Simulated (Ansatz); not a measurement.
**AlBNH+ (quartet): wave-function methods side by side, cc-pVDZ**

How much of the correlation energy of AlBNH+ (quartet) does each wave-function method recover here?

Computed with Ansatz 0.2.0, Gaussian basis. Level: cc-pVDZ, core rule «outside noble gas», up to 7 orbitals frozen.

To be run: UHF; CCSD(T) on ROHF; CCSD(T) on UHF; BCCD(T) on ROHF; CISD; CCSDT(Q) on ROHF; CCSDT(Q) on UHF.

31 further runs of the same task are left out: 17 that didn't finish, 14 set aside as unsound or not needed.

## 1. The system

The geometry is a PBE0/def2-TZVP stationary point (not a proven minimum) of the parent state, kept for this charge and spin.

4 atoms, charge 1, spin multiplicity 4.

Atoms are counted from 1 here; the program's logs count them from 0.

Bond lengths: Al1–N3 1.778 Å, Al1–H4 1.603 Å, B2–N3 1.257 Å. Angles: N3–Al1–H4 116.9°, Al1–N3–B2 169.1°.

## 2. UHF

File in.yaml:

```yaml
crystal:
  periodic: [false, false, false]
  atoms:
    - {symbol: Al, position_ang: [0.000000, -0.112718, 1.068961]}
    - {symbol: B, position_ang: [0.000000, 0.026926, -1.950247]}
    - {symbol: N, position_ang: [0.000000, 0.108910, -0.695431]}
    - {symbol: H, position_ang: [0.000000, 1.215105, 1.966973]}
basis:
  gaussian: {orbitals: cc-pVDZ}
total_charge: 1
magnetization: {spin_polarized: true, initial_magnetization: 3}
hamiltonian: {xc: hf}
output: {orbitals: {seedname: orbitals}}
```

Command:

```
$ ansatz run in.yaml --threads 1 --pin off --events-out ev --progress --plain --max-ram 2393MiB
```

The runs that follow: CCSD(T) on ROHF; CCSD(T) on UHF; BCCD(T) on ROHF; CISD; CCSDT(Q) on ROHF; CCSDT(Q) on UHF.

Before running them: what should the planned runs give, taken together? Wanted: UCCSDT(Q) below the RHF energy; RMP2 from UCCSDT(Q); UMP2 from UCCSDT(Q); RCCSD from UCCSDT(Q); RCCSD(T) from UCCSDT(Q); UCCSD(T) from UCCSDT(Q); RCCSDT(Q) from UCCSDT(Q); T1 diagnostic.

The runs gave:

| quantity | value |
| --- | --- |
| UCCSDT(Q) below the RHF energy | -6.4586 eV |
| RMP2 from UCCSDT(Q) | +101.5 kJ/mol |
| UMP2 from UCCSDT(Q) | +101.2 kJ/mol |
| RCCSD from UCCSDT(Q) | +24.8 kJ/mol |
| RCCSD(T) from UCCSDT(Q) | +6.2 kJ/mol |
| UCCSD(T) from UCCSDT(Q) | +6.0 kJ/mol |
| RCCSDT(Q) from UCCSDT(Q) | +0.4 kJ/mol |
| levels within 1 kcal/mol (43 meV) | RCCSDT, UCCSDT, RCCSDT(Q) |
| T1 diagnostic | 0.037 |

RCCSD(T) misses by +6.2 kJ/mol, 1.0 % of the correlation energy. These misses are within one basis, not against nature; the frozen cores of restricted and unrestricted runs differ, which can shift their rows.
